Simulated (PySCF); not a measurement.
How methods differ on the ionisation energy of P

P [Ne] 3s2 3p3 (4S) → P⁺ [Ne] 3s2 3p2 (3P), as a difference of total energies. Computed with PySCF 2.14 in cc-pV(T+d)Z (5s4p3d1f, 39 functions), with no relativity, point nucleus. Correlated levels: valence: [Ne] frozen. The calculations carry no spin-orbit coupling.

Task: Order these methods by the ionisation energy they give, lowest first.
A. SCS-MP2 (valence)
B. BP86
C. UHF
D. MP2 (valence)

Result: C (9.912 eV), A (10.307 eV), D (10.482 eV), B (10.532 eV).

Errors of the correlated levels include the incompleteness of this basis and the frozen core.

For comparison: 10.526 eV (measured; NIST levels, between the centres of gravity of the two terms).
